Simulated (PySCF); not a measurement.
# Frontier levels across methods

C3H3Cl3.
Z-matrix (Å and degrees, PBE0-D3(BJ)/def2-SVP geometry), rows numbered from 1:
```
C 
C   1  1.3298
C   2  1.4970  1  126.11
Cl  3  1.7730  2  113.51  1    -1.72
Cl  3  1.7884  2  108.45  1   119.47
Cl  3  1.7883  2  108.52  1  -122.96
H   1  1.0922  2  121.64  3     0.37
H   1  1.0921  2  120.16  3  -179.69
H   2  1.0946  1  121.54  3   179.62
```

Basis pcSseg-2 throughout (PySCF), one geometry. Isolated species at its PBE0-D3(BJ)/def2-SVP geometry, gas phase.

Question: How do the orbital energies, the gap and the dipole change with the method?

Answer: 
```
   method                    kind  HOMO (eV)  LUMO (eV)  gap (eV)  μ (D)  SCF cycles
    B97-D                     GGA      -7.07      -2.04      5.03   1.88          16
      PBE                     GGA      -7.12      -2.14      4.98   1.84          16
      KT2                     GGA      -7.15      -2.13      5.02   1.91          16
      KT3                     GGA      -7.15      -2.09      5.06   1.89          16
    B97-2           global hybrid      -8.07      -1.18      6.90   1.95          14
    B3LYP           global hybrid      -8.08      -1.35      6.73   1.91          14
     PBE0           global hybrid      -8.33      -1.12      7.21   1.94          14
 mPW1PW91           global hybrid      -8.35      -1.13      7.22   1.95          14
BHandHLYP           global hybrid      -9.34       0.02      9.36   2.01          13
CAM-B3LYP  range-separated hybrid      -9.66       0.03      9.69   1.95          13
  wB97X-D  range-separated hybrid     -10.19       0.68     10.87   1.98          14
  LC-wPBE  range-separated hybrid     -11.11       1.19     12.30   1.98          14
```

The HOMO spans 4.04 eV, from B97-D down to LC-wPBE, and the gap runs from 4.98 eV (PBE) to 12.30 eV (LC-wPBE). Over the methods B97-D (0 %), PBE (0 %), KT2 (0 %), KT3 (0 %), B97-2 (21 %), B3LYP (20 %), PBE0 (25 %), mPW1PW91 (25 %), BHandHLYP (50 %), a straight line through the gap against the share of exact exchange rises by 0.87 eV for each 10 % (correlation coefficient 1.000). The dipole ranges from 1.84 D (PBE) to 2.01 D (BHandHLYP). This basis has no diffuse functions.

The vertical ΔSCF ionisation energy at CAM-B3LYP/def2-SVPD is 10.55 eV; −ε(HOMO) comes closest to it with wB97X-D (10.19 eV).
